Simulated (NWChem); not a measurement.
## Total energies of Li₂

```
Li
Li 1 2.7871
```
Charge 0, spin multiplicity 1.

Everything below was run with NWChem. The geometry was optimised at PBE0/def2-SVP, a minimum by its harmonic frequencies.

Basis set: cc-pVQZ (110 functions).

| method | total energy (Ha) | relative cost |
|---|---|---|
| RHF | -14.87184 | 1 |
| MP2 | -14.92581 | under 3 |
| B2PLYP | -14.98177 | 4 |
| PBE | -14.95454 | under 3 |
| B3LYP | -15.01761 | under 3 |
| BHandHLYP | -14.99948 | under 3 |
| CCSD(T) | -14.94041 | 100 |

Total energies of different functionals aren't comparable as a measure of quality: only differences taken within one method are. Costs are rough ratios of processor time within this set of runs, SCF included, with RHF as 1.

The correlated methods freeze no orbitals. B3LYP has NWChem's definition, with VWN1-RPA local correlation. The structure started from a generated list of species. Coupled-cluster values serve here as a point of comparison, not as the truth.
